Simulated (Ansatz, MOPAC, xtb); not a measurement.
Potential energy surface of H2Si, singlet: symmetric bend, bond length relaxed. Scanned: H-Si-H angle. Other coordinates (Si-H bond length) were minimised at B3LYP/def2-TZVP.

Computed with: GFN1-xTB (xtb); PM6, restricted, heats of formation (MOPAC); PM7, restricted, heats of formation (MOPAC); CCSD(T)/aug-cc-pVQZ = Ansatz (a program for electronic structure) with CCSD(T) on RHF/aug-cc-pVQZ, frozen core.

Energies relative to the lowest point of each profile, in kcal/mol; the last columns give the difference from CCSD(T):

| a / ° | GFN1-xTB | PM6 | PM7 | CCSD(T)/aug-cc-pVQZ | GFN1-xTB − CCSD(T)/aug-cc-pVQZ | PM6 − CCSD(T)/aug-cc-pVQZ | PM7 − CCSD(T)/aug-cc-pVQZ |
|---|---|---|---|---|---|---|---|
| 180 | 77.7 | 52.9 | 0.0 | — | — | — | — |
| 167 | 58.7 | 38.7 | 1.3 | 60.2 | -1.5 | -21.5 | -59.0 |
| 157 | 44.9 | 30.1 | 4.2 | 49.5 | -4.6 | -19.4 | -45.3 |
| 147 | 34.0 | 21.3 | 7.2 | 37.4 | -3.3 | -16.1 | -30.2 |
| 137 | 25.1 | 13.6 | 9.4 | 25.9 | -0.9 | -12.3 | -16.5 |
| 127 | 17.2 | 7.5 | 11.4 | 16.1 | 1.2 | -8.6 | -4.7 |
| 117 | 10.5 | 3.0 | 13.5 | 8.2 | 2.3 | -5.3 | 5.3 |
| 107 | 5.1 | 0.4 | 16.5 | 2.8 | 2.3 | -2.4 | 13.7 |
| 97 | 1.3 | 0.0 | 20.8 | 0.0 | 1.3 | 0.0 | 20.8 |
| 87 | 0.0 | 1.9 | 27.0 | 0.1 | -0.1 | 1.8 | 26.9 |
| 77 | 2.0 | 6.1 | 35.3 | 3.3 | -1.3 | 2.8 | 32.0 |
| 67 | 8.7 | 12.2 | 45.6 | 9.7 | -1.0 | 2.6 | 35.9 |
| 60 | 17.1 | 17.2 | 53.4 | 16.0 | 1.1 | 1.3 | 37.5 |

GFN1-xTB is furthest from CCSD(T)/aug-cc-pVQZ at 157 (-4.6 kcal/mol, below); its mean absolute difference over the points is 1.7 kcal/mol.

PM6 is furthest from CCSD(T)/aug-cc-pVQZ at 167 (-21.5 kcal/mol, below); its mean absolute difference over the points is 7.8 kcal/mol.

PM7 is furthest from CCSD(T)/aug-cc-pVQZ at 167 (-59.0 kcal/mol, below); its mean absolute difference over the points is 27.3 kcal/mol.

A dash means that the run gave no value there, or that the column was ended at a point which the program doubted or which failed a test of continuity chosen for this set; such a test can also cut sound points.
